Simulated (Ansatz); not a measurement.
# Which is lower?

Two isomers of C$_{3}$H$_{7}$ (charge -1), closed shell, relaxed at PBE0-D4/def2-TZVPD (vibrations not checked).

A:

```json
{"atom": "C1", "x (Å)": "-0.6486", "y (Å)": "0.7130", "z (Å)": "-0.7763"}
{"atom": "C2", "x (Å)": "0.3234", "y (Å)": "-0.4186", "z (Å)": "-0.5848"}
{"atom": "C3", "x (Å)": "0.4363", "y (Å)": "-0.7574", "z (Å)": "0.8762"}
{"atom": "H4", "x (Å)": "-1.6857", "y (Å)": "0.4157", "z (Å)": "-0.5520"}
{"atom": "H5", "x (Å)": "-0.6543", "y (Å)": "1.0890", "z (Å)": "-1.8083"}
{"atom": "H6", "x (Å)": "-0.4654", "y (Å)": "1.6144", "z (Å)": "-0.1099"}
{"atom": "H7", "x (Å)": "1.3133", "y (Å)": "-0.1007", "z (Å)": "-0.9517"}
{"atom": "H8", "x (Å)": "-0.4874", "y (Å)": "-1.2085", "z (Å)": "1.2733"}
{"atom": "H9", "x (Å)": "1.2400", "y (Å)": "-1.4786", "z (Å)": "1.0771"}
{"atom": "H10", "x (Å)": "0.6286", "y (Å)": "0.1315", "z (Å)": "1.5565"}
```

B:

```xyz
10
angstrom
C -1.2729 0.3832 -0.5234
C 0.2029 0.4242 -0.2233
C 0.6433 -0.6564 0.7679
H -1.5107 -0.3943 -1.2686
H -1.6363 1.3430 -0.9215
H 0.4567 1.4007 0.2175
H 0.8995 0.3241 -1.1000
H 1.7276 -0.6275 0.9734
H 0.0874 -0.5466 1.7056
H 0.4025 -1.6504 0.3724
```

Program: Ansatz 0.2.0. Basis: def2-TZVPPD. Cores are frozen in the correlated methods. B3LYP uses VWN-RPA correlation.

(1) Which structure is lower at CCSD(T), and by how much? (Judge from chemistry; the value comes from the calculation.)

No T1 diagnostic of these runs exceeds 0.015. The highest PBE0 orbital of the anion lies well above zero, so the extra electron may be unbound in the gas phase.

Answers

(1) Computed: B, by 1.63 kcal/mol (electronic energy, against the other). By their contacts, A is C₃H₇ ([CH3][CH][CH3]), total charge -1 and B is C₃H₇ ([CH2][CH2][CH3]), total charge -1.

All methods give the same order:

| method | E(B) − E(A) (kcal/mol) |
| --- | --- |
| PBE-D4 | -0.68 |
| r2SCAN-D4 | -0.44 |
| PBE0-D4 | -0.81 |
| B3LYP-D4 | -0.95 |
| wB97M-V | -1.32 |
| HF | -1.91 |
| MP2 | -1.46 |
| CCSD | -1.72 |
| CCSD(T) | -1.63 |

Labels in which every atom is bracketed show which atoms are joined, not bond orders.
